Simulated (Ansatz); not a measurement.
A calculation on zinc-blende ZnS returned lattice constant a 5.588 Å, bulk modulus 69.3 GPa.

For reference: lattice constant a 5.41 Å (measured, room temperature, no zero-point or thermal correction; as tabulated in Albrecht et al. (1997), arXiv:cond-mat/9706128); bulk modulus 77.1 GPa (measured, temperature not stated, no zero-point or thermal correction, our sources range from 74.5 to 77.1; as tabulated in Toher et al. (2017), arXiv:1611.05714).

Question: Which level of theory produced these numbers?
A. BLYP (Ansatz, a program for electronic structure)
B. PBE-D3(BJ) (Ansatz)
C. Hartree–Fock (Ansatz)
D. HSE06-D3(BJ) (Ansatz)

Answer: C, Hartree–Fock (Ansatz)

The others give: HSE06-D3(BJ) 5.357 Å, 82.3 GPa; BLYP 5.542 Å, 60.4 GPa; PBE-D3(BJ) 5.375 Å, 76.6 GPa.

Unless a cell is named, each level is at its own relaxed cell (BLYP 21.27, Hartree–Fock 21.81, HSE06-D3(BJ) 19.22, PBE-D3(BJ) 19.42 Å³/atom).

Caveats: the cell is over a tenth larger than the published one: the level's own overestimate first of all, though another phase or state, or a fault of the published cell, is possible (Hartree–Fock). Ansatz's density-functional and Hartree–Fock values are scalar-relativistic unless marked +SOC, with PAW data made under PBE.
